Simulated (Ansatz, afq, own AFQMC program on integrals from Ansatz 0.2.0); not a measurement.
AFQMC on a folder of integrals that Ansatz 0.2.0 wrote.

```yaml
crystal:
  periodic: [false, false, false]
  atoms:
    - {symbol: Si, position_ang: [0.613354, 0.178393, 0.333238]}
    - {symbol: F, position_ang: [1.969904, -0.391479, -0.343044]}
    - {symbol: C, position_ang: [0.331730, 1.890849, -0.300107]}
    - {symbol: N, position_ang: [0.049438, 2.934504, -0.725599]}
    - {symbol: H, position_ang: [0.764073, 0.224532, 1.813513]}
basis:
  gaussian: {orbitals: def2-SVP}
magnetization: {spin_polarized: true, initial_magnetization: 1}
correlation: {method: ccsd_t, electrons: outside_noble_gas, hamiltonian_folder: ham}
```

```sh
$ ansatz run in.yaml --threads 1 --pin off --events-out ev --progress --plain --max-ram 24576MiB --backend cuda --devices 0, --max-vram 18GiB
```

afq runs on the folder ham with

```
--method phaseless --trial hf --walkers 4000 --populations 20 --least-time 40 --time-step 0.005 --steps-per-block 20 --equilibration-blocks 112 --max-blocks 4000 --target-error 0.0013999999999999998 --factor-cut 1e-05 --start spin_pure --seed 8279 --taylor-order 6
```

Times are imaginary, in 1/Eh. The walk had a cap of 93 s. With eight or more populations the least sampling time is a fifth of least-time, and the error comes from their spread.

Output of the walk:

```
orbitals 57  electrons 11 10  factors 444 of 634
reference energy -481.03408463 Eh
CCSD correlation -0.55268231 Eh in 13 cycles, weight of the determinant in the CISD state 0.8141
energy of the start -481.036629 Eh
 block  time / (1/Eh)  mean weight  energy / Eh
     1     0.100  1.0033  -481.204645
     2     0.200  1.0045  -481.318825
     3     0.300  1.0044  -481.388049
     4     0.400  1.0040  -481.432872
     5     0.500  1.0027  -481.472656
    10     1.000  1.0005  -481.557175
    55     5.500  0.9999  -481.603330
    64     6.400  0.9996  -481.595877
   100    10.000  1.0000  -481.618526
   145    14.500  1.0003  -481.614125
   190    19.000  1.0001  -481.608824
   235    23.500  0.9996  -481.618879
   280    28.000  1.0000  -481.606117
   316    31.600  0.9998  -481.620275
   325    32.500  0.9994  -481.612779
   370    37.000  0.9999  -481.610938
   388    38.800  1.0001  -481.606001
error from the spread of 20 populations
energy -481.611198 +/- 0.001397 Eh
(rows thinned)
```

The run passed its tests (sampling time, drift between the halves within three errors, error under three times the target), which doesn't prove that it has relaxed.

Against this walk (error 38.0 meV) on the same determinant: CCSD(T) 181.8 meV higher, CCSDT(Q) 99.5 meV higher, a separate phaseless walk with a CISD trial and standard settings 116.2 ± 39.0 meV higher. The error is statistical and leaves out the bias of the constraint.

Cautions: constraint bias not in the error; unrestricted determinant slightly spin contaminated (⟨S²⟩ 0.81 against 0.75).

The walk took 87 s on 1 × NVIDIA H100 80GB HBM3 with 2 threads of AMD EPYC 7R13 Processor (Zen 3), with other jobs on the host (the card was shared). The log's last line is the phaseless energy.

CCSDT and higher add their correlation energy to the determinant of the CCSD(T) run, since their own runs factorise the integrals more tightly (a shift of under 2 meV).
